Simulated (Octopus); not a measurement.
# NO+ (nitrosonium) at PBE (scalar, in the pseudopotentials, pseudodojo_pbe potentials, pseudopotentials pseudodojo_pbe, grid spacing 0.150022 angstrom)

What is the energy change on altering one bond length of NO+ (nitrosonium) at PBE (scalar, in the pseudopotentials, pseudodojo_pbe potentials, pseudopotentials pseudodojo_pbe, grid spacing 0.150022 angstrom)? 

The calculation is run with Octopus 16.4.

8 further runs of the same task are left out: 4 that didn't finish, 4 set aside as unsound or not needed.

### 1 The structure to begin with

NO+ has 2 atoms, charge +1, and is taken as a singlet. As SMILES, `N#[O+]`. The bond length is the measured one.

Bond lengths: N1–O2 1.063 Å.

### 2 Energy and forces at PBE (scalar, in the pseudopotentials, pseudodojo_pbe potentials, pseudopotentials pseudodojo_pbe, grid spacing 0.150022 angstrom)

Contents of geometry.xyz:

```xyz
2

N      0.000000     0.000000    -0.531610
O      0.000000     0.000000     0.531610
```

Launch:

```bash
$ OMP_NUM_THREADS=1 octopus > gs.log
```

Output:

```text
Version                : 16.4
************************** Calculation Mode **************************
Input: [CalculationMode = gs]
Input: [SpinComponents = unpolarized]
******************************* Space ********************************
Octopus will run in 3 dimension(s).
Octopus will treat the system as periodic in 0 dimension(s).
Input: [AllElectronType = no]
Input: [PseudopotentialSet = pseudodojo_pbe]
Reading Coordinates from geometry.xyz
****************************** Species *******************************
  Species 'N'
    type             : pseudopotential
    file format      : UPF2
    valence charge   : 5.0
    atomic number    :   7
    form on file     : kleinman-bylander
    lmax             : 1
    llocal           : -1
    projectors per l : 2
    total projectors : 4
    application form : kleinman-bylander
    orbitals         :  4
    bound orbitals   :  4
  Species 'O'
    type             : pseudopotential
    file format      : UPF2
    valence charge   : 6.0
    atomic number    :   8
    form on file     : kleinman-bylander
    lmax             : 2
    llocal           : -1
    projectors per l : 2
    total projectors : 6
    application form : kleinman-bylander
    orbitals         :  4
    bound orbitals   :  4
***************************** Symmetries *****************************
Symmetry elements : (Cinf) (sigma)
Symmetry group    : Cinfv
[... 64 lines left out ...]
** Warning:
[... 32 lines left out ...]
Converged eigenvectors: 0
#  State  Eigenvalue [eV]  Occupation    Error
[... 9 lines left out ...]
Converged eigenvectors: 0
#  State  Eigenvalue [eV]  Occupation    Error
[... 51 lines left out ...]
 ediff =        4.82E-06 abs_dens =  5.03E-05 rel_dens =  5.03E-06
*********************** SCF CYCLE ITER #   18 ************************
 etot  = -7.19761822E+02 abs_ev   =  2.26E-04 rel_ev   =  7.67E-07
 ediff =        4.34E-05 abs_dens =  1.51E-04 rel_dens =  1.51E-05
*********************** SCF CYCLE ITER #   19 ************************
 etot  = -7.19762338E+02 abs_ev   =  3.14E-04 rel_ev   =  1.07E-06
 ediff =        1.90E-05 abs_dens =  9.13E-05 rel_dens =  9.13E-06
*********************** SCF CYCLE ITER #   20 ************************
 etot  = -7.19762321E+02 abs_ev   =  3.07E-05 rel_ev   =  1.04E-07
 ediff =        6.29E-07 abs_dens =  7.06E-06 rel_dens =  7.06E-07
*********************** SCF CYCLE ITER #   21 ************************
 etot  = -7.19761912E+02 abs_ev   =  5.90E-05 rel_ev   =  2.00E-07
 ediff =        1.50E-05 abs_dens =  3.07E-05 rel_dens =  3.07E-06
*********************** SCF CYCLE ITER #   22 ************************
 etot  = -7.19761776E+02 abs_ev   =  2.26E-05 rel_ev   =  7.68E-08
 ediff =        5.01E-06 abs_dens =  9.41E-06 rel_dens =  9.41E-07
Converged eigenvectors: 0
#  State  Eigenvalue [eV]  Occupation    Error
      1      -45.756745    2.000000   ( 6.0E-07)
      2      -27.811359    2.000000   ( 1.6E-07)
      3      -25.437234    2.000000   ( 3.4E-07)
      4      -25.437234    2.000000   ( 3.4E-07)
      5      -23.081789    2.000000   ( 1.4E-06)
                                                                     ^
*********************** SCF CYCLE ITER #   23 ************************
 etot  = -7.19761791E+02 abs_ev   =  8.50E-06 rel_ev   =  2.88E-08
 ediff =        5.50E-07 abs_dens =  4.35E-07 rel_dens =  4.35E-08
Converged eigenvectors: 0
#  State  Eigenvalue [eV]  Occupation    Error
      1      -45.756747    2.000000   ( 4.6E-07)
      2      -27.811361    2.000000   ( 8.7E-08)
      3      -25.437236    2.000000   ( 5.5E-08)
      4      -25.437236    2.000000   ( 5.5E-08)
      5      -23.081787    2.000000   ( 1.6E-07)
                                                                     ^
Info: SCF converged in   23 iterations
** Warning:
**   Some of the states are not fully converged!
Info: Number of matrix-vector products:       1112
Octopus emitted 2 warnings.
```

It took 17 s on 1 thread of Intel Xeon 6975P-C (Granite Rapids), shared host; peak memory 0.15 GiB.

### 3 The distorted shape, same level

Contents of geometry.xyz:

```xyz
2

N      0.000000     0.000000    -0.611350
O      0.000000     0.000000     0.611350
```

Launch:

```bash
$ OMP_NUM_THREADS=1 octopus > gs.log
```

Output:

```text
Version                : 16.4
************************** Calculation Mode **************************
Input: [CalculationMode = gs]
Input: [SpinComponents = unpolarized]
******************************* Space ********************************
Octopus will run in 3 dimension(s).
Octopus will treat the system as periodic in 0 dimension(s).
Input: [AllElectronType = no]
Input: [PseudopotentialSet = pseudodojo_pbe]
Reading Coordinates from geometry.xyz
****************************** Species *******************************
  Species 'N'
    type             : pseudopotential
    file format      : UPF2
    valence charge   : 5.0
    atomic number    :   7
    form on file     : kleinman-bylander
    lmax             : 1
    llocal           : -1
    projectors per l : 2
    total projectors : 4
    application form : kleinman-bylander
    orbitals         :  4
    bound orbitals   :  4
  Species 'O'
    type             : pseudopotential
    file format      : UPF2
    valence charge   : 6.0
    atomic number    :   8
    form on file     : kleinman-bylander
    lmax             : 2
    llocal           : -1
    projectors per l : 2
    total projectors : 6
    application form : kleinman-bylander
    orbitals         :  4
    bound orbitals   :  4
***************************** Symmetries *****************************
Symmetry elements : (Cinf) (sigma)
Symmetry group    : Cinfv
[... 92 lines left out ...]
Converged eigenvectors: 0
#  State  Eigenvalue [eV]  Occupation    Error
[... 9 lines left out ...]
Converged eigenvectors: 0
#  State  Eigenvalue [eV]  Occupation    Error
[... 60 lines left out ...]
 ediff =        5.51E-05 abs_dens =  1.09E-04 rel_dens =  1.09E-05
*********************** SCF CYCLE ITER #   21 ************************
 etot  = -7.18528556E+02 abs_ev   =  1.01E-04 rel_ev   =  3.59E-07
 ediff =        3.50E-05 abs_dens =  5.91E-05 rel_dens =  5.91E-06
*********************** SCF CYCLE ITER #   22 ************************
 etot  = -7.18527821E+02 abs_ev   =  1.30E-04 rel_ev   =  4.65E-07
 ediff =        2.70E-05 abs_dens =  4.34E-05 rel_dens =  4.34E-06
*********************** SCF CYCLE ITER #   23 ************************
 etot  = -7.18527985E+02 abs_ev   =  5.70E-05 rel_ev   =  2.03E-07
 ediff =        6.02E-06 abs_dens =  7.23E-06 rel_dens =  7.23E-07
*********************** SCF CYCLE ITER #   24 ************************
 etot  = -7.18528394E+02 abs_ev   =  8.01E-05 rel_ev   =  2.86E-07
 ediff =        1.50E-05 abs_dens =  2.01E-05 rel_dens =  2.01E-06
*********************** SCF CYCLE ITER #   25 ************************
 etot  = -7.18528233E+02 abs_ev   =  4.24E-05 rel_ev   =  1.51E-07
 ediff =        5.93E-06 abs_dens =  6.88E-06 rel_dens =  6.88E-07
Converged eigenvectors: 0
#  State  Eigenvalue [eV]  Occupation    Error
      1      -42.120831    2.000000   ( 2.5E-07)
      2      -28.389076    2.000000   ( 1.9E-07)
      3      -23.462693    2.000000   ( 1.9E-07)
      4      -23.462693    2.000000   ( 1.9E-07)
      5      -22.803816    2.000000   ( 4.3E-07)
                                                                     ^
*********************** SCF CYCLE ITER #   26 ************************
 etot  = -7.18528164E+02 abs_ev   =  5.27E-06 rel_ev   =  1.88E-08
 ediff =        2.53E-06 abs_dens =  4.93E-06 rel_dens =  4.93E-07
Converged eigenvectors: 4
#  State  Eigenvalue [eV]  Occupation    Error
      1      -42.120830    2.000000   ( 9.1E-08)
      2      -28.389075    2.000000   ( 7.7E-08)
      3      -23.462692    2.000000   ( 7.8E-08)
      4      -23.462692    2.000000   ( 7.8E-08)
      5      -22.803818    2.000000   ( 3.1E-07)
                                                                     ^
Info: SCF converged in   26 iterations
** Warning:
**   Some of the states are not fully converged!
Info: Number of matrix-vector products:       1404
Octopus emitted 1 warning.
```

Wall time 20 s (1 thread of Intel Xeon 6975P-C (Granite Rapids), shared host); peak memory 0.16 GiB.

### 4 What came out

Level: PBE (scalar, in the pseudopotentials, pseudodojo_pbe potentials, pseudopotentials pseudodojo_pbe, grid spacing 0.150022 angstrom).

```
                                                         quantity         value
                                        first shape: total energy  -26.45076 Eh
                                         first shape: HOMO energy     -23.08 eV
                                    distorted shape: total energy  -26.40542 Eh
                                     distorted shape: HOMO energy     -22.80 eV
                        distorted shape: largest force on an atom   12.810 eV/Å
energy change with the N1–O2 bond stretched from 1.063 to 1.223 Å      1.234 eV
```

What this shows: With the N1–O2 bond stretched from 1.063 to 1.223 Å the energy rises by 1.23 eV (28 kcal/mol). The first shape isn't relaxed at this level, so the change isn't measured from a minimum.
